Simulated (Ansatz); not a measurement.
Input for Ansatz (development build ahead of 0.2.0):

```yaml
crystal:
  periodic: [false, false, false]
  atoms:
    - { symbol: C, position_ang: [-0.24276, 0.99766, -0.87953] }
    - { symbol: C, position_ang: [0.0008, -0.02461, 0.03187] }
    - { symbol: C, position_ang: [0.23794, -0.96888, 0.86042] }
    - { symbol: H, position_ang: [-1.15036, 0.93374, -1.45957] }
    - { symbol: H, position_ang: [0.49061, 1.79571, -1.01082] }
    - { symbol: H, position_ang: [0.38414, -0.71508, 1.91055] }
    - { symbol: H, position_ang: [0.28853, -1.97705, 0.43929] }
basis:
  gaussian: { orbitals: def2-SVP }
total_charge: 1
magnetization:
  spin_polarized: true
  initial_magnetization: 1
hamiltonian:
  xc: hf
output:
  forces: true
```

The input is written out in the form of the current development build from the run's settings.

Results

* Converged: yes
* Total energy: -115.46619 hartree
* Spin squared of the determinant: 0.826
* Stability test: minimum

Forces (eV/Å):
```json
{"atom": "C1", "Fx": "0.636", "Fy": "-1.495", "Fz": "1.365"}
{"atom": "C2", "Fx": "-0.434", "Fy": "2.438", "Fz": "-1.932"}
{"atom": "C3", "Fx": "0.160", "Fy": "-0.621", "Fz": "0.305"}
{"atom": "H4", "Fx": "-0.164", "Fy": "0.183", "Fz": "-0.296"}
{"atom": "H5", "Fx": "-0.274", "Fy": "-0.068", "Fz": "0.039"}
{"atom": "H6", "Fx": "0.093", "Fy": "-0.377", "Fz": "0.027"}
{"atom": "H7", "Fx": "-0.016", "Fy": "-0.061", "Fz": "0.493"}
```
